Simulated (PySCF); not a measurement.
# HF at other levels of theory

What do other methods print for HF?

Method: each script names its method and basis; program: PySCF 2.14.0.

1 further run of the same task is left out (it didn't finish).

### Step 1. The system as given

HF: 2 atoms, charge 0, spin multiplicity 1.

Bond lengths: H1–F2 0.935 Å.

### Step 2. Base script

File input.py:

```python
from pyscf import gto, scf, cc

mol = gto.M(
    atom='H 0 0 0; F 0 0 0.935',
    basis='sbkjc',
    ecp={'F': 'sbkjc'},
    charge=0,
    spin=0,
    verbose=3,
)
mf = scf.RHF(mol)
mf.kernel()
mycc = cc.CCSD(mf)
mycc.kernel()
mycc.ccsd_t()
mf.dip_moment()
print('orbital energies (hartree):', mf.mo_energy[..., max(0, mol.nelec[1]-3):mol.nelec[0]+3].round(4))
```

Run with:

```bash
$ OMP_NUM_THREADS=1 python input.py
```

### Step 3. Gradient

Variant 1 changes step after the SCF: ccsd(t) → gradient.

input.py: that of step 2 with these lines changed.

```diff
@@ -1,2 +1,2 @@
-from pyscf import gto, scf, cc
+from pyscf import gto, scf
 
@@ -12,5 +12,3 @@
 mf.kernel()
-mycc = cc.CCSD(mf)
-mycc.kernel()
-mycc.ccsd_t()
+mf.nuc_grad_method().kernel()
 mf.dip_moment()
```

### Step 4. EOM-EA

Variant 2 changes step after the SCF: ccsd(t) → eomea; number of roots: none → 6.

input.py: that of step 2 with these lines changed.

```diff
@@ -14,3 +14,4 @@
 mycc.kernel()
-mycc.ccsd_t()
+e = mycc.eaccsd(nroots=6)[0]
+print('roots (eV) =', (e*27.211386).round(3))
 mf.dip_moment()
```

### Step 5. EOM-IP

Variant 3 changes step after the SCF: ccsd(t) → eomip; number of roots: none → 6.

input.py: that of step 2 with these lines changed.

```diff
@@ -14,3 +14,4 @@
 mycc.kernel()
-mycc.ccsd_t()
+e = mycc.ipccsd(nroots=6)[0]
+print('roots (eV) =', (e*27.211386).round(3))
 mf.dip_moment()
```

### Step 6. NEVPT2

Variant 4 changes step after the SCF: ccsd(t) → nevpt2; active space: none → 6 electrons in 5 orbitals.

input.py: that of step 2 with these lines changed.

```diff
@@ -1,2 +1,2 @@
-from pyscf import gto, scf, cc
+from pyscf import gto, scf, mcscf, mrpt
 
@@ -12,5 +12,6 @@
 mf.kernel()
-mycc = cc.CCSD(mf)
-mycc.kernel()
-mycc.ccsd_t()
+mc = mcscf.CASSCF(mf, 5, 6)
+mc.kernel()
+mc.analyze()
+mrpt.NEVPT(mc).kernel()
 mf.dip_moment()
```

### Step 7. ROHF

Variant 5 changes SCF type: RHF → ROHF.

input.py: that of step 2 with these lines changed.

```diff
@@ -10,3 +10,3 @@
 )
-mf = scf.RHF(mol)
+mf = scf.ROHF(mol)
 mf.kernel()
```

Q: Predict the outcome of this session. Wanted: for each run, E(SCF); from base; SCF dipole; after the SCF.

As calculated:

```csv
run,E(SCF) (hartree),from base (eV),SCF dipole (D),after the SCF
base,-24.422246,0,2.40,CCSD(T) correlation -2.994 eV
gradient,-24.422246,0.0000,2.40,n/a
EOM-EA,-24.422246,0.0000,2.40,"CCSD correlation -2.949 eV, first root 5.17 eV"
EOM-IP,-24.422246,0.0000,2.40,"CCSD correlation -2.949 eV, first root 15.16 eV"
NEVPT2,-24.422246,0.0000,2.40,"NEVPT2 correlation -2.795 eV (from the SCF energy, the CASSCF gain included)"
ROHF,-24.422246,0.0000,2.40,CCSD(T) correlation -2.994 eV
```

**Reading.** The SCF energy stays the same, to the digits that matter, with ROHF.
